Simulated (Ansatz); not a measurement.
Density of states of Zn3Ag (P-6m2, a = 2.835 Å, b = 2.835 Å, c = 8.607 Å, α = 90.00°, β = 90.00°, γ = 120.00°), in states per eV and primitive cell, averaged over bins of 0.5 eV. Level of theory: DFT r2SCAN, scalar-relativistic, plane waves, PAW (Ansatz 0.2.0).

Settings: cutoff 500 eV, Γ-centred mesh 18×18×6 on the computed 4-atom cell, Gaussian smearing of 0.10 eV; no spin polarisation.

The cell is relaxed at this level. The states (both spins) are summed by tetrahedra on a 27×27×9 mesh at the self-consistent density. Energies are bin centres; the table starts no lower than −8 eV and ends at 6 eV, or lower where the solved bands end.

It is a metal at this level.

| E − E_F (eV) | total | Zn 3d | Ag 4d | Zn 4s | Ag 5s |
| --- | --- | --- | --- | --- | --- |
| -7.80 | 24.66 | 23.52 | 0.58 | 0.31 | 0.18 |
| -7.30 | 14.94 | 14.29 | 0.26 | 0.27 | 0.10 |
| -6.80 | 2.24 | 0.63 | 1.02 | 0.40 | 0.17 |
| -6.30 | 4.48 | 0.71 | 3.18 | 0.40 | 0.15 |
| -5.80 | 3.35 | 0.29 | 2.48 | 0.42 | 0.10 |
| -5.30 | 4.45 | 0.29 | 3.53 | 0.37 | 0.17 |
| -4.80 | 5.05 | 0.22 | 4.34 | 0.31 | 0.10 |
| -4.30 | 2.78 | 0.10 | 2.07 | 0.41 | 0.10 |
| -3.80 | 1.69 | 0.06 | 0.96 | 0.44 | 0.09 |
| -3.30 | 1.14 | 0.05 | 0.32 | 0.47 | 0.11 |
| -2.80 | 1.04 | 0.05 | 0.18 | 0.46 | 0.12 |
| -2.30 | 1.07 | 0.04 | 0.13 | 0.45 | 0.13 |
| -1.80 | 1.17 | 0.03 | 0.10 | 0.39 | 0.14 |
| -1.30 | 1.02 | 0.02 | 0.07 | 0.30 | 0.12 |
| -0.80 | 1.11 | 0.02 | 0.06 | 0.33 | 0.11 |
| -0.30 | 0.99 | 0.02 | 0.04 | 0.25 | 0.09 |
| 0.20 | 0.80 | 0.01 | 0.03 | 0.19 | 0.06 |
| 0.70 | 0.73 | 0.01 | 0.02 | 0.19 | 0.04 |
| 1.20 | 0.91 | 0.01 | 0.03 | 0.33 | 0.05 |
| 1.70 | 1.08 | 0.02 | 0.03 | 0.39 | 0.09 |
| 2.20 | 1.39 | 0.02 | 0.03 | 0.41 | 0.17 |
| 2.70 | 1.41 | 0.01 | 0.02 | 0.34 | 0.14 |

The columns after the total are the Löwdin projections on the occupied valence shells of the potentials. The rest of the total lies in shells that are empty in the free atom, which aren't projected, and between the atoms.

Whether Zn3Ag exists in this form wasn't checked.